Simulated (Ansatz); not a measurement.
in.yaml

```yaml
crystal:
  periodic: [false, false, false]
  atoms:
    - {symbol: F, position_ang: [0.000000, 0.000000, -1.903100]}
    - {symbol: Al, position_ang: [0.000000, 0.000000, -0.254900]}
    - {symbol: Ge, position_ang: [0.000000, 0.000000, 2.158000]}
basis:
  gaussian: {orbitals: STO-3G}
magnetization: {spin_polarized: true, initial_magnetization: 2}
hamiltonian: {xc: {name: r2SCAN}}
correlation: {method: bccd, electrons: all}
output: {forces: true}
```

```sh
$ ansatz run in.yaml --threads 1 --pin off --events-out ev --progress --plain --max-ram 2393MiB
```

Output:

```
336 factors; integrals over basis functions are off by at most 7.9e-5 eV
mean field evaluation 1: about -64989.7545 eV, gradient 8.2e1 eV
mean field evaluation 2: about -64989.7338 eV, gradient 8.2e1 eV
mean field evaluation 4: about -65034.0899 eV, gradient 4.5e1 eV
mean field evaluation 8: about -64574.5063 eV, gradient 2.2e2 eV
mean field evaluation 16: about -65058.5885 eV, gradient 1.2e-1 eV
mean field evaluation 32: about -65049.5918 eV, gradient 5.9e-4 eV
mean field evaluation 64: about -65056.2017 eV, gradient 3.9e-6 eV
mean field evaluation 96: about -65054.7142 eV, gradient 3.9e0 eV
mean field evaluation 128: about -65050.2293 eV, gradient 1.8e1 eV
mean field evaluation 160: about -65058.5441 eV, gradient 5.3e-1 eV
...
cycle  12  -4.47622884 eV  change    1.3e-5 eV  update   2.9e-5
cycle  13  -4.47622491 eV  change    3.9e-6 eV  update   1.5e-5
cycle  14  -4.47622504 eV  change   -1.3e-7 eV  update   6.9e-6
cycle  15  -4.47622785 eV  change   -2.8e-6 eV  update   3.1e-6
cycle  16  -4.47622780 eV  change    5.4e-8 eV  update   1.7e-6
cycle  17  -4.47622766 eV  change    1.3e-7 eV  update   1.0e-6
cycle  18  -4.47622744 eV  change    2.2e-7 eV  update   5.5e-7
cycle  19  -4.47622717 eV  change    2.7e-7 eV  update   2.6e-7
cycle  20  -4.47622730 eV  change   -1.3e-7 eV  update   1.2e-7
cycle  21  -4.47622731 eV  change   -8.5e-9 eV  update   6.1e-8
the calculation of the forces begins
Total energy: -65002.80499845 eV, -2388.8090232095 hartree
Atom 0 at     0.000000     0.000000    -1.903100 Å, force    -0.000000     0.000000     0.936280 eV/Å
Atom 1 at     0.000000     0.000000    -0.254900 Å, force     0.000000    -0.000000     0.132143 eV/Å
Atom 2 at     0.000000     0.000000     2.158000 Å, force    -0.000000     0.000000    -1.068423 eV/Å
Dipole moment:     0.000000     0.000000    -0.636905 e Å
```

Forces (eV/Å):
```
F    0.000  0.000  0.936
Al   0.000  0.000  0.132
Ge   0.000  0.000 -1.068
```

Ran on 1 thread of Intel Xeon Platinum 8488C, shared host: 34 s wall, 0.3 GiB peak host memory.
